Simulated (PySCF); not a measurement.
A mixed set of molecules. Theory: TDDFT wB97X-D/def2-SVPD, vertical, gas phase, core orbitals frozen in the response in PySCF. Geometries: GFN2-xTB; one conformer of each isolated species. Triplets are in the Tamm–Dancoff approximation. 'Strongest' means the level of largest summed f among the lowest 8 singlets; it needn't be the same kind of state in each.

**Question.** Rank by computed HOMO–LUMO gap, highest first.
A. `CCCOC(C)=O`
B. `C=CC[C@H](C=C)C=O`
C. `CC[C@@H]1CC=CC1=O`
D. `CC(C)=CC(=O)Cl`
E. `S=C1C=CC=C1`

**Answer.** A (12.12 eV), B (9.81 eV), D (9.62 eV), C (9.30 eV), E (6.69 eV).

```tsv
SMILES	gap (eV)	strongest (eV)	T1 (eV)	HOMO (eV)	f (strongest)	f (S1)	S1 mainly
CCCOC(C)=O	12.12	8.20	5.54	-9.94	0.17	0.001	H→L (91%)
C=CC[C@H](C=C)C=O	9.81	7.45	3.72	-9.14	0.31	0.004	H→L (58%)
CC(C)=CC(=O)Cl	9.62	5.62	3.57	-9.85	0.47	0.000	H-1→L (93%)
CC[C@@H]1CC=CC1=O	9.30	6.20	3.48	-8.91	0.28	0.001	H→L (94%)
S=C1C=CC=C1	6.69	4.74	1.19	-8.68	0.42	0.000	H→L (98%)
```

H and L stand for HOMO and LUMO.

- `CCCOC(C)=O`: Löwdin shares by element: HOMO oxygen 76%, carbon 17% or more; LUMO carbon 43% or more, oxygen 39% (atoms not listed hold the other 17%).
- `C=CC[C@H](C=C)C=O`: Löwdin shares by element: HOMO carbon 37% or more, oxygen 27% (atoms not listed hold the other 36%); LUMO carbon 53% or more, oxygen 25% (atoms not listed hold the other 22%).
- `CC(C)=CC(=O)Cl`: Löwdin shares by element: HOMO carbon 67% or more, oxygen 8% (atoms not listed hold the other 25%); LUMO carbon 60% or more, oxygen 18% (atoms not listed hold the other 22%).
- `CC[C@@H]1CC=CC1=O`: Löwdin shares by element: HOMO oxygen 55%, carbon 32% or more; LUMO carbon 64% or more, oxygen 19% (atoms not listed hold the other 17%).
- `S=C1C=CC=C1`: Löwdin shares by element: HOMO sulfur 77%, carbon 13% or more; LUMO carbon 46% or more, sulfur 36% (atoms not listed hold the other 18%).
